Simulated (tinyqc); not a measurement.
G0W0 on RHF in the sto-3g basis, for LiH, spin multiplicity 1, step by step. Computed by tinyqc, a small Python program that keeps every step (integrals from PySCF). Settings: charge = 0, multiplicity = 1, basis = sto-3g, method = RHF, energy threshold = 1e-10, iteration cap = 67, orthogonalisation = symmetric, start = atomic densities, DIIS depth = 6. Command: `OMP_NUM_THREADS=1 python tinyqc.py 30670 30671 out.jsonl` (the two numbers bound the seeds that draw the settings). One thread of a shared host (Intel(R) Xeon(R) Processor @ 2.60GHz), about 0.08 s of CPU time with the checks. The early iterations of the SCF are left out here.

## One-electron integrals

Geometry (angstrom):
```
atom,x,y,z
Li,0.00000,0.00000,0.00000
H,0.00000,0.00000,1.83400
```

Basis sto-3g: exponents (1/bohr^2) and contraction coefficients of normalised primitives:
```
element,l (shell),exponent,coefficient
Li,s (1),16.11958,0.15433
Li,s (1),2.93620,0.53533
Li,s (1),0.79465,0.44463
Li,s (2),0.63629,-0.09997
Li,s (2),0.14786,0.39951
Li,s (2),0.04809,0.70012
Li,p (3),0.63629,0.15592
Li,p (3),0.14786,0.60768
Li,p (3),0.04809,0.39196
H,s (1),3.42525,0.15433
H,s (1),0.62391,0.53533
H,s (1),0.16886,0.44463
```

Overlap, kinetic and nuclear-attraction integrals over the contracted functions; the nuclear repulsion is the sum of Za Zb / Rab.

nuclear repulsion = 0.8656116 hartree

overlap S:
```
,1Li 1s,1Li 2s,1Li 2px,1Li 2py,1Li 2pz,2H 1s
1Li 1s,1.00000,0.24114,0.00000,0.00000,0.00000,0.04009
1Li 2s,0.24114,1.00000,0.00000,0.00000,0.00000,0.33764
1Li 2px,0.00000,0.00000,1.00000,0.00000,0.00000,0.00000
1Li 2py,0.00000,0.00000,0.00000,1.00000,0.00000,0.00000
1Li 2pz,0.00000,0.00000,0.00000,0.00000,1.00000,0.46259
2H 1s,0.04009,0.33764,0.00000,0.00000,0.46259,1.00000
```

kinetic energy T (hartree):
```
,1Li 1s,1Li 2s,1Li 2px,1Li 2py,1Li 2pz,2H 1s
1Li 1s,3.57679,-0.02024,0.00000,0.00000,0.00000,-0.01158
1Li 2s,-0.02024,0.10216,0.00000,0.00000,0.00000,0.02780
1Li 2px,0.00000,0.00000,0.31968,0.00000,0.00000,0.00000
1Li 2py,0.00000,0.00000,0.00000,0.31968,0.00000,0.00000
1Li 2pz,0.00000,0.00000,0.00000,0.00000,0.31968,0.09423
2H 1s,-0.01158,0.02780,0.00000,0.00000,0.09423,0.76003
```

nuclear attraction V (hartree):
```
,1Li 1s,1Li 2s,1Li 2px,1Li 2py,1Li 2pz,2H 1s
1Li 1s,-8.27142,-1.03392,0.00000,0.00000,-0.01226,-0.16881
1Li 2s,-1.03392,-1.47306,0.00000,0.00000,-0.10867,-0.58573
1Li 2px,0.00000,0.00000,-1.43472,0.00000,0.00000,0.00000
1Li 2py,0.00000,0.00000,0.00000,-1.43472,0.00000,0.00000
1Li 2pz,-0.01226,-0.10867,0.00000,0.00000,-1.52091,-0.81188
2H 1s,-0.16881,-0.58573,0.00000,0.00000,-0.81188,-2.09147
```

core Hamiltonian H = T + V (hartree):
```
,1Li 1s,1Li 2s,1Li 2px,1Li 2py,1Li 2pz,2H 1s
1Li 1s,-4.69463,-1.05416,0.00000,0.00000,-0.01226,-0.18039
1Li 2s,-1.05416,-1.37090,0.00000,0.00000,-0.10867,-0.55793
1Li 2px,0.00000,0.00000,-1.11504,0.00000,0.00000,0.00000
1Li 2py,0.00000,0.00000,0.00000,-1.11504,0.00000,0.00000
1Li 2pz,-0.01226,-0.10867,0.00000,0.00000,-1.20123,-0.71765
2H 1s,-0.18039,-0.55793,0.00000,0.00000,-0.71765,-1.33144
```

## Two-electron integrals

Functions are numbered as in S; the eight-fold symmetry (ij|kl) = (ji|kl) = (kl|ij) leaves the list below.

Two-electron integrals (ij|kl) in chemists' order, unique and non-zero (hartree):
```
i,j,k,l,(ij|kl)
1,1,1,1,1.68040
2,1,1,1,0.26542
2,1,2,1,0.04994
2,2,1,1,0.39773
2,2,2,1,0.09286
2,2,2,2,0.29056
3,1,3,1,0.00898
3,2,3,1,0.01379
3,2,3,2,0.06418
3,3,1,1,0.39664
3,3,2,1,0.09288
3,3,2,2,0.29050
3,3,3,3,0.31295
4,1,4,1,0.00898
4,2,4,1,0.01379
4,2,4,2,0.06418
4,3,4,3,0.01687
4,4,1,1,0.39664
4,4,2,1,0.09288
4,4,2,2,0.29050
4,4,3,3,0.27921
4,4,4,4,0.31295
5,1,5,1,0.00898
5,2,5,1,0.01379
5,2,5,2,0.06418
5,3,5,3,0.01687
5,4,5,4,0.01687
5,5,1,1,0.39664
5,5,2,1,0.09288
5,5,2,2,0.29050
5,5,3,3,0.27921
5,5,4,4,0.27921
5,5,5,5,0.31295
6,1,1,1,0.04262
6,1,2,1,0.00807
6,1,2,2,0.01533
6,1,3,3,0.01515
6,1,4,4,0.01515
6,1,5,1,0.00097
6,1,5,2,0.00190
6,1,5,5,0.01569
6,1,6,1,0.00143
6,2,1,1,0.11695
6,2,2,1,0.02771
6,2,2,2,0.09386
6,2,3,3,0.08877
6,2,4,4,0.08877
6,2,5,1,0.00444
6,2,5,2,0.02861
6,2,5,5,0.10394
6,2,6,1,0.00538
6,2,6,2,0.05304
6,3,3,1,0.00203
6,3,3,2,0.00993
6,3,5,3,0.00422
6,3,6,3,0.00345
6,4,4,1,0.00203
6,4,4,2,0.00993
6,4,5,4,0.00422
6,4,6,4,0.00345
6,5,1,1,0.15004
6,5,2,1,0.03588
6,5,2,2,0.12574
6,5,3,3,0.11713
6,5,4,4,0.11713
6,5,5,1,0.00686
6,5,5,2,0.04393
6,5,5,5,0.14283
6,5,6,1,0.00719
6,5,6,2,0.07729
6,5,6,5,0.11384
6,6,1,1,0.28815
6,6,2,1,0.06935
6,6,2,2,0.25927
6,6,3,3,0.23655
6,6,4,4,0.23655
6,6,5,1,0.01196
6,6,5,2,0.09726
6,6,5,5,0.30453
6,6,6,1,0.01388
6,6,6,2,0.18618
6,6,6,5,0.28077
6,6,6,6,0.77461
```

## Orthogonalisation

S = U s U^T; symmetric (Loewdin) form X = U s^(-1/2) U^T, so that X^T S X = 1.

eigenvalues of S: 0.41695  0.80139  1.00000  1.00000  1.17799  1.60367

X:
```
,1Li 1s,1Li 2s,1Li 2px,1Li 2py,1Li 2pz,2H 1s
1Li 1s,1.02337,-0.13050,0.00000,0.00000,-0.00714,0.01584
1Li 2s,-0.13050,1.08211,0.00000,0.00000,0.07963,-0.21987
1Li 2px,0.00000,0.00000,1.00000,0.00000,0.00000,0.00000
1Li 2py,0.00000,0.00000,0.00000,1.00000,0.00000,0.00000
1Li 2pz,-0.00714,0.07963,0.00000,0.00000,1.10689,-0.29614
2H 1s,0.01584,-0.21987,0.00000,0.00000,-0.29614,1.16439
```

## Iteration 8 (converged): orbitals

converged F (hartree):
```
,1Li 1s,1Li 2s,1Li 2px,1Li 2py,1Li 2pz,2H 1s
1Li 1s,-2.35303,-0.64074,0.00000,0.00000,0.01461,-0.11012
1Li 2s,-0.64074,-0.21848,0.00000,0.00000,-0.08632,-0.23536
1Li 2px,0.00000,0.00000,0.16332,0.00000,0.00000,0.00000
1Li 2py,0.00000,0.00000,0.00000,0.16332,0.00000,0.00000
1Li 2pz,0.01461,-0.08632,0.00000,0.00000,0.02460,-0.21863
2H 1s,-0.11012,-0.23536,0.00000,0.00000,-0.21863,-0.11242
```

Diagonalise F' = X^T F X, C = X C', fill 2 alpha and 2 beta electrons from the bottom; D = 2 C_occ C_occ^T. Each column has its largest component positive (the first on a tie).

F' = X^T F X (hartree):
```
,1,2,3,4,5,6
1,-2.29980,-0.35862,0.00000,0.00000,0.01574,-0.00066
2,-0.35862,-0.02206,0.00000,0.00000,0.01286,-0.23989
3,0.00000,0.00000,0.16332,0.00000,0.00000,0.00000
4,0.00000,0.00000,0.00000,0.16332,0.00000,0.00000
5,0.01574,0.01286,0.00000,0.00000,0.15801,-0.28036
6,-0.00066,-0.23989,0.00000,0.00000,-0.28036,0.09889
```

orbital energies (hartree): MO1 -2.35557, MO2 -0.26474, MO3 0.07561, MO4 0.16332, MO5 0.16332, MO6 0.47975

coefficients C:
```
,MO1,MO2,MO3,MO4,MO5,MO6
1Li 1s,0.99138,-0.15575,-0.21263,0.00000,0.00000,0.11089
1Li 2s,0.03339,0.47466,0.79804,0.00000,0.00000,-0.61593
1Li 2px,0.00000,0.00000,0.00000,0.03920,0.99923,0.00000
1Li 2py,0.00000,0.00000,0.00000,0.99923,-0.03920,0.00000
1Li 2pz,-0.00508,0.33768,-0.60599,0.00000,0.00000,-0.91543
2H 1s,0.00057,0.56630,-0.16199,0.00000,0.00000,1.07012
```

D after iteration 8:
```
,1Li 1s,1Li 2s,1Li 2px,1Li 2py,1Li 2pz,2H 1s
1Li 1s,2.01420,-0.08166,0.00000,0.00000,-0.11526,-0.17528
1Li 2s,-0.08166,0.45284,0.00000,0.00000,0.32023,0.53764
1Li 2px,0.00000,0.00000,0.00000,0.00000,0.00000,0.00000
1Li 2py,0.00000,0.00000,0.00000,0.00000,0.00000,0.00000
1Li 2pz,-0.11526,0.32023,0.00000,0.00000,0.22811,0.38245
2H 1s,-0.17528,0.53764,0.00000,0.00000,0.38245,0.64139
```

Within a degenerate level the vectors are fixed only up to a rotation; this is one choice.

## Convergence

Stop when the energy changes by less than 1e-10 hartree and every element of the error matrix X^T (F D S - S D F) X is below 3e-06.

Course of the cycle:
```
iteration,E (hartree),change,largest element of the error matrix
1,-7.6502582,-,1.24e-01
2,-7.8376406,-1.87e-01,7.77e-02
3,-7.8459014,-8.26e-03,2.25e-02
4,-7.8469967,-1.10e-03,5.06e-03
5,-7.8471624,-1.66e-04,4.30e-04
6,-7.8471635,-1.08e-06,3.20e-05
7,-7.8471635,-5.32e-09,2.98e-07
8,-7.8471635,-3.36e-13,2.90e-08
```

PySCF RHF in the same basis = -7.8471635 hartree

Converged in 8 iterations.

## Integrals over molecular orbitals

(pq|rs) = sum C_ip C_jq C_kr C_ls (ij|kl), one index at a time.

one-electron integrals over orbitals h = C^T H C (hartree):
```
,1,2,3,4,5,6
1,-4.68548,0.09912,0.16441,0.00000,0.00000,-0.04723
2,0.09912,-1.40699,0.02575,0.00000,0.00000,-0.00001
3,0.16441,0.02575,-1.11077,0.00000,0.00000,0.02601
4,0.00000,0.00000,0.00000,-1.11504,0.00000,0.00000
5,0.00000,0.00000,0.00000,0.00000,-1.11504,0.00000
6,-0.04723,-0.00001,0.02601,0.00000,0.00000,-0.98651
```

Two-electron integrals over orbitals (pq|rs), unique and non-zero (hartree):
```
p,q,r,s,(pq|rs)
1,1,1,1,1.65899
2,1,1,1,-0.10348
2,1,2,1,0.01133
2,2,1,1,0.34112
2,2,2,1,0.00437
2,2,2,2,0.47132
3,1,1,1,-0.14023
3,1,2,1,0.01073
3,1,2,2,-0.01352
3,1,3,1,0.02189
3,2,1,1,0.01892
3,2,2,1,-0.00286
3,2,2,2,-0.05286
3,2,3,1,2.61e-05
3,2,3,2,0.01591
3,3,1,1,0.39427
3,3,2,1,-0.00988
3,3,2,2,0.21782
3,3,3,1,0.00143
3,3,3,2,0.01058
3,3,3,3,0.33472
4,1,4,1,0.00981
4,2,4,1,0.00734
4,2,4,2,0.02226
4,3,4,1,0.01031
4,3,4,2,0.01959
4,3,4,3,0.04129
4,4,1,1,0.39633
4,4,2,1,-0.00393
4,4,2,2,0.25889
4,4,3,1,-0.00503
4,4,3,2,0.00867
4,4,3,3,0.28125
4,4,4,4,0.31295
5,1,5,1,0.00981
5,2,5,1,0.00734
5,2,5,2,0.02226
5,3,5,1,0.01031
5,3,5,2,0.01959
5,3,5,3,0.04129
5,4,5,4,0.01687
5,5,1,1,0.39633
5,5,2,1,-0.00393
5,5,2,2,0.25889
5,5,3,1,-0.00503
5,5,3,2,0.00867
5,5,3,3,0.28125
5,5,4,4,0.27921
5,5,5,5,0.31295
6,1,1,1,0.06533
6,1,2,1,-0.00948
6,1,2,2,-0.00761
6,1,3,1,-0.00387
6,1,3,2,0.00234
6,1,3,3,0.01149
6,1,4,4,0.00122
6,1,5,5,0.00122
6,1,6,1,0.01035
6,2,1,1,-0.06304
6,2,2,1,0.00289
6,2,2,2,0.11660
6,2,3,1,0.00264
6,2,3,2,-0.03799
6,2,3,3,-0.01694
6,2,4,4,-0.02678
6,2,5,5,-0.02678
6,2,6,1,0.00021
6,2,6,2,0.12685
6,3,1,1,0.01932
6,3,2,1,-0.00277
6,3,2,2,-0.05325
6,3,3,1,0.00418
6,3,3,2,0.01222
6,3,3,3,0.03606
6,3,4,4,0.00449
6,3,5,5,0.00449
6,3,6,1,0.00436
6,3,6,2,-0.03457
6,3,6,3,0.02759
6,4,4,1,-0.00614
6,4,4,2,-0.01929
6,4,4,3,-0.01312
6,4,6,4,0.01979
6,5,5,1,-0.00614
6,5,5,2,-0.01929
6,5,5,3,-0.01312
6,5,6,5,0.01979
6,6,1,1,0.35927
6,6,2,1,0.00177
6,6,2,2,0.44246
6,6,3,1,-0.01122
6,6,3,2,-0.04607
6,6,3,3,0.23984
6,6,4,4,0.26435
6,6,5,5,0.26435
6,6,6,1,-0.00439
6,6,6,2,0.11861
6,6,6,3,-0.04516
6,6,6,6,0.44187
```

## Screening: direct RPA

With D = e_a - e_i and K = (ia|jb): diagonalise D^(1/2) (D + 4K) D^(1/2) = Z w^2 Z^T; X + Y = D^(1/2) Z w^(-1/2), each column of Z with its largest component positive (the first on a tie); E_c = (sum w - tr (D + 2K)) / 2.

D^(1/2) (D + 4K) D^(1/2) (hartree^2):
```
,1>3,1>4,1>5,1>6,2>3,2>4,2>5,2>6
1>3,6.12351,0.00000,0.00000,-0.04069,0.00010,0.00000,0.00000,0.01423
1>4,0.00000,6.44369,0.00000,0.00000,0.00000,0.03048,0.00000,0.00000
1>5,0.00000,0.00000,6.44369,0.00000,0.00000,0.00000,0.03048,0.00000
1>6,-0.04069,0.00000,0.00000,8.15637,0.00918,0.00000,0.00000,0.00120
2>3,0.00010,0.00000,0.00000,0.00918,0.13749,0.00000,0.00000,-0.07650
2>4,0.00000,0.03048,0.00000,0.00000,0.00000,0.22135,0.00000,0.00000
2>5,0.00000,0.00000,0.03048,0.00000,0.00000,0.00000,0.22135,0.00000
2>6,0.01423,0.00000,0.00000,0.00120,-0.07650,0.00000,0.00000,0.93203
```

excitation energies w (hartree): 0.36081  0.47032  0.47032  0.96917  2.47442  2.53847  2.53847  2.85608

X + Y:
```
,1,2,3,4,5,6,7,8
1>3,-0.00065,0.00000,0.00000,-0.00433,0.99102,0.00000,0.00000,-0.01846
1>4,0.00000,-0.01134,-0.00003,0.00000,0.00000,0.79734,0.59709,0.00000
1>5,0.00000,0.00003,-0.01134,0.00000,0.00000,-0.59709,0.79734,0.00000
1>6,-0.00323,0.00000,0.00000,-0.00010,0.02141,0.00000,0.00000,0.99616
2>3,0.96684,0.00000,0.00000,-0.05628,0.00000,0.00000,0.00000,0.00039
2>4,0.00000,0.95400,0.00233,0.00000,0.00000,0.00161,0.00121,0.00000
2>5,0.00000,-0.00233,0.95400,0.00000,0.00000,-0.00121,0.00161,0.00000
2>6,0.13643,0.00000,0.00000,0.87249,0.00151,0.00000,0.00000,0.00006
```

RPA correlation energy = -0.0227344 hartree

Within a degenerate level the vectors are fixed only up to a rotation; this is one choice.

## G0W0 on Hartree-Fock: HOMO

W(p,q,m) = sqrt2 sum_ia (pq|ia) (X+Y)_ia,m; Sigma_c(x) = sum_(i,m) W^2/(x - e_i + w_m) + sum_(a,m) W^2/(x - e_a - w_m); solve x = e_p + Sigma_c(x) by Newton steps; Z = 1/(1 - dSigma/dx); 1 hartree = 27.211386 eV.

The 12 largest terms at x = e_p (hartree; W for the signs of X + Y given):
```
q,m,W,term
2,4,0.14817,0.02265
6,4,0.15953,-0.01485
2,1,-0.04973,0.00686
3,4,-0.04814,-0.00177
4,2,0.02991,-0.00100
5,3,0.02991,-0.00100
6,1,-0.02748,-0.00068
3,1,0.01441,-0.00030
2,5,-0.01894,0.00014
1,5,0.01476,4.77e-05
2,8,-0.01038,3.77e-05
1,8,-0.01363,3.76e-05
```

Newton steps (hartree):
```
step,x,Sigma_c(x),Z
0,-0.26474,0.01011,0.94718
1,-0.25517,0.00958,0.94829
2,-0.25516,0.00958,0.94829
```

quasiparticle energy of the HOMO = -6.94327 eV

Hartree-Fock value = -7.20399 eV

## G0W0 on Hartree-Fock: LUMO

As before.

The 12 largest terms at x = e_p (hartree; W for the signs of X + Y given):
```
q,m,W,term
2,4,-0.04814,0.00177
6,4,-0.04366,-0.00139
4,2,0.02626,-0.00124
5,3,0.02626,-0.00124
3,4,-0.02175,-0.00049
3,1,0.01114,-0.00034
2,1,0.01441,0.00030
1,5,0.03057,0.00019
6,1,0.01001,-0.00013
3,8,0.01616,-0.00009
4,6,0.01167,-0.00005
5,7,0.01167,-0.00005
```

Newton steps (hartree):
```
step,x,Sigma_c(x),Z
0,0.07561,-0.00283,0.99109
1,0.07280,-0.00281,0.99115
2,0.07280,-0.00281,0.99115
```

quasiparticle energy of the LUMO = 1.98096 eV

Hartree-Fock value = 2.05733 eV
